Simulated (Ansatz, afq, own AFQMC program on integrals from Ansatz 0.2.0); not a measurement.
Integrals from Ansatz 0.2.0, then the random walk in our own AFQMC program (afq).

```yaml
crystal:
  periodic: [false, false, false]
  atoms:
    - {symbol: Y, position_ang: [0.319514, -1.363875, -0.518884]}
    - {symbol: Cl, position_ang: [2.226005, -1.644018, 0.949194]}
    - {symbol: Cl, position_ang: [-1.931179, -2.206597, -0.214530]}
basis:
  gaussian: {orbitals: def2-TZVP}
magnetization: {spin_polarized: true, initial_magnetization: 1}
correlation: {method: ccsd_t, electrons: outside_noble_gas, hamiltonian_folder: ham}
```

```sh
$ ansatz run in.yaml --threads 1 --pin off --events-out ev --progress --plain --max-ram 16896MiB --backend cuda --devices 0, --max-vram 18GiB
```

Options of the walk:

```
--method phaseless --trial cisd --walkers 1500 --populations 20 --least-time 60 --time-step 0.005 --steps-per-block 50 --equilibration-blocks 40 --max-blocks 4000 --target-error 0.00024 --factor-cut 1e-05 --start spin_pure --seed 4046 --release-times 0.24,0.51,0.99,1.5 --release-step 0.03 --release-every 4 --taylor-order 6
```

Times are imaginary, in 1/Eh. The walk had a cap of 359 s. With eight or more populations the least sampling time is a fifth of least-time, and the error comes from their spread. Core potentials past Kr, no spin–orbit coupling.

```
orbitals 100  electrons 9 8  factors 736 of 779
reference energy -957.08581640 Eh
CCSD correlation -0.44455862 Eh in 14 cycles, weight of the determinant in the CISD state 0.8344
energy of the start -957.530343 Eh
 block  time / (1/Eh)  mean weight  energy / Eh
     1     0.250  1.0006  -957.520043
     2     0.500  1.0004  -957.527435
     3     0.750  1.0006  -957.533985
     4     1.000  0.9999  -957.538074
     5     1.250  1.0002  -957.541116
    10     2.500  1.0004  -957.547546
    25     6.250  0.9994  -957.549330
    40    10.000  1.0003  -957.551605
    55    13.750  1.0002  -957.552307
    67    16.750  0.9998  -957.553416
    70    17.500  1.0005  -957.549296
    85    21.250  0.9996  -957.551285
    94    23.500  0.9995  -957.547368
   100    25.000  1.0001  -957.550012
   115    28.750  1.0002  -957.550007
   130    32.500  0.9997  -957.549517
error from the spread of 20 populations
released: time / (1/Eh)  energy / Eh  error  mean overlap
  0.24  -957.551011  0.000257  0.9968
  0.51  -957.550800  0.000318  0.9988
  0.99  -957.551542  0.000299  0.9920
  1.50  -957.551009  0.000381  0.9995
energy -957.550630 +/- 0.000220 Eh
(rows thinned)
```

Task: Estimate how long the walk took on 1 × NVIDIA H100 80GB HBM3 with 2 threads of AMD EPYC 7R13 Processor (Zen 3), on a shared host (the card was shared).

Result: 4.4 min of wall time.

The run passed its tests (sampling time, drift between the halves within three errors, error under three times the target), which doesn't prove that it has relaxed. The second half of the sampling lies above the first by 2.3 errors of their difference, so the energy may still be moving and its error bar be too small.

Against this walk (error 6.0 meV) on the same determinant: CCSD(T) 32.2 meV higher. The error is statistical and leaves out the bias of the constraint. Released to 1.50 1/Eh the energy moves by -10 ± 12 meV (both errors), within twice the noise.

Cautions: constraint bias not in the error; no spin-orbit coupling; outer-core shells of the metal frozen.

A walk keeps the symmetry of its determinant, which the program's search chose and which needn't be the lowest solution, so a lower state of the same spin and another symmetry isn't excluded.
